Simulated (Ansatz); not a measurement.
Basis-set extrapolation for C2H2O2S (`O=COC=S`) (PBE0-D4/def2-TZVP geometry, frozen core, Ansatz). Multiplicity 1, RHF reference.

|  | def2-TZVPP | def2-QZVPP |
| --- | --- | --- |
| HF | -624.238584 | -624.259807 |
| MP2 correlation | -0.938783 | -1.010970 |
| CCSD(T) correlation | -1.003711 | not run |

Energies in hartree. Use E(X) = E(∞) + A·exp(−7.88·√X) for Hartree–Fock and E(X) = E(∞) + B·X^(−2.97) for correlation, with X = 3 and 4, and add CCSD(T) minus MP2 of the smaller set to the MP2 limit.

Q: What is the CCSD(T) energy at the basis-set limit?

A: HF limit: -624.259807 + (-0.021223) × 0.13774 = -624.26273. MP2 limit: -1.010970 + (-0.072187) × 0.74074 = -1.06444. Higher-order term: -1.003711 − (-0.938783) = -0.06493. Total: -625.39210 hartree, 94.0 kcal/mol below CCSD(T)/def2-TZVPP.
